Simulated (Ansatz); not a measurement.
Corundum (α-Al2O3), treated with LDA in Ansatz (plane waves, PAW).

Settings: plane-wave cutoff 520 eV, 8×8×8 k mesh, Fermi–Dirac smearing 0.01 eV, scalar-relativistic PAW data made under PBE.

Shape and atoms are relaxed at each volume.

The direct gap at Γ against volume; x = 100 ln(V/8.324 Å³). One gap is withheld.

| V (Å³/atom) | x | gap (eV) |
|---|---|---|
| 7.991 | -4.08 | ? |
| 8.158 | -2.01 | 6.680 |
| 8.324 | 0.00 | 6.430 |
| 8.491 | 1.99 | 6.189 |
| 8.657 | 3.92 | 5.955 |

Problem. Fit a straight line to the rows shown, give the volume deformation potential and predict the withheld gap.

Solution. Means of the 4 rows: x̄ = 0.975, ȳ = 6.3135 eV. Σ(x − x̄)(y − ȳ) = -2.3897 and Σ(x − x̄)² = 19.564, so the slope is -0.1221 eV per unit of x, and dE_g/d ln V = -12.2 eV. At x = -4.08: 6.3135 + (-0.1221) × (-4.08 − (0.975)) = 6.931 eV. The run gives 6.938 eV, 0.007 eV above the line.

Ansatz is an electronic-structure program.
